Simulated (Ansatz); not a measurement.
fcc Cu, relaxed in Ansatz (plane waves) with several semilocal functionals. Each gives its own volume and its own bulk modulus:

```tsv
level	V0 (Å³/atom)	bulk modulus (GPa)	ln V0	ln B0
LDA	10.885	188.6	2.3874	5.2396
r²SCAN+rVV10	11.290	170.4	2.4239	5.1381
PBE-D3(BJ)	11.306	166.6	2.4253	5.1156
PBE-D4	11.399	164.2	2.4335	5.1011
revPBE	12.259	128.5	2.5063	4.8559
BLYP	12.686	115.5	2.5405	4.7493
```

Q: Fit a straight line to ln B0 against ln V0. What does it predict for rVV10, whose volume is 12.126 Å³/atom?

A: With x = ln V0 and y = ln B0: means 2.45282 and 5.03327; Σ(Δx Δy) = -0.05449, Σ(Δx²) = 0.01679, so the slope is -3.25. At x = 2.4954 the line gives y = 5.03327 + (-3.25) × (2.4954 − 2.45282) = 4.8949, or 133.6 GPa. The run with rVV10 gives 138.7 GPa, +3.8 % from the line. The rows used scatter about it by up to 1.1 %, while the largest value lies 63 % above the smallest.

Measured: 144 GPa (measured, 0 K value with the zero-point phonon effect removed, our sources range from 140 to 145; as tabulated in Mejia-Rodriguez and Trickey (2018), arXiv:1807.09216).

Ansatz's density-functional and Hartree–Fock values are scalar-relativistic unless marked +SOC, with PAW data made under PBE.

Ansatz is a quantum-chemistry and plane-wave program.
